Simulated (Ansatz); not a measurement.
Ansatz (an electronic-structure program) input:
A basis named .json is the Basis Set Exchange file of that set.

Ansatz 0.2 input:
```yaml
crystal:
  periodic: [false, false, false]
  atoms:
    - {symbol: B, position_ang: [-0.00000000, 0.00000000, -0.00000000]}
    - {symbol: Cl, position_ang: [1.65385888, -0.25807139, -0.42648403]}
    - {symbol: Cl, position_ang: [-0.63004790, -0.67179838, 1.46132312]}
    - {symbol: Cl, position_ang: [-1.02381098, 0.92986978, -1.03483909]}
basis:
  gaussian:
    orbitals: def2-QZVPP.json
hamiltonian:
  xc: {name: PBE0}
total_charge: 1
magnetization: {spin_polarized: true, initial_magnetization: 1}
```

Question: Which total energy does the run end on?

Answer: -1404.76224 Eh (PBE0/def2-QZVPP). The basis has 267 functions.
